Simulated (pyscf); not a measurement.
Elementary routes open to SiH₄ (SMILES [SiH4]) + Cl–Si:–Cl (SMILES Cl[Si]Cl) [singlet] in the gas phase (singlet surface):
A. H₃Si–SiH(Cl)–Cl (SMILES [SiH3][SiH](Cl)Cl) (H–Si broken; Si–Si, H–Si formed)
B. HCl (SMILES Cl) + H₃Si–Si:–Cl (SMILES [SiH3][Si]Cl) [singlet] (Cl–Si, H–Si broken; Cl–H, Si–Si formed)

Optimised with ωB97X-D3(BJ)/def2-SVP in PySCF. Correlated levels are frozen-core, on RHF or UHF. ΔMP2 is the change of the MP2 total energy from the triple- to the quadruple-zeta basis.

Rank the routes by free-energy barrier at 1200 K, lowest first, for CCSD(T)/def2-TZVPP + ΔMP2(QZVPP) energies (ideal gas, 1 atm, RRHO with modes under 100 cm⁻¹ raised to 100, one conformer, R ln 2 for chiral ones without a mode under 150 cm⁻¹).

A (241.3 kJ/mol), B (312.9 kJ/mol)

Route A is the fastest of these, ahead of the next by 71.6 kJ/mol. The most stable products are those of A (ΔG = +14.1 kJ/mol), so kinetics and thermodynamics agree. At 298 K A is still the fastest. B: On the product side the descent ends in a bound adduct, 34.4 kJ/mol under the separated species and 38.4 kJ/mol under the saddle at ωB97X-D3(BJ)/def2-TZVP. Only these routes are compared; each barrier is that of the saddle found, and lower ones may exist. The CCSD(T) − MP2 part came from Ansatz, without density fitting, on the same reference.
